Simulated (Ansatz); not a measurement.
A calculation with Ansatz (development build ahead of 0.2.0).

```yaml
crystal:
  periodic: [false, false, false]
  atoms:
    - { symbol: C, position_ang: [-0.1702, 0.3179, -0.3138] }
    - { symbol: C, position_ang: [0.2926, -0.5467, 0.5395] }
    - { symbol: H, position_ang: [-0.0954, 1.3938, -0.1077] }
    - { symbol: H, position_ang: [-0.6391, -0.0214, -1.2468] }
basis:
  gaussian: { orbitals: def2-SVP }
total_charge: 1
magnetization:
  spin_polarized: true
  initial_magnetization: 1
hamiltonian:
  xc: hf
output:
  forces: true
```

The input is written out in the form of the current development build from the run's settings.

Results

```yaml
Converged: yes
Total_energy: -76.33786 hartree
Spin_squared_of_the_determinant: 1.093
Stability_test: minimum
```

Forces (eV/Å):
| atom | Fx | Fy | Fz |
| --- | --- | --- | --- |
| C1 | -1.819 | 3.347 | -3.358 |
| C2 | 1.802 | -3.352 | 3.324 |
| H3 | -0.006 | -0.035 | -0.014 |
| H4 | 0.024 | 0.041 | 0.048 |

Caution: the unrestricted determinant is spin contaminated.
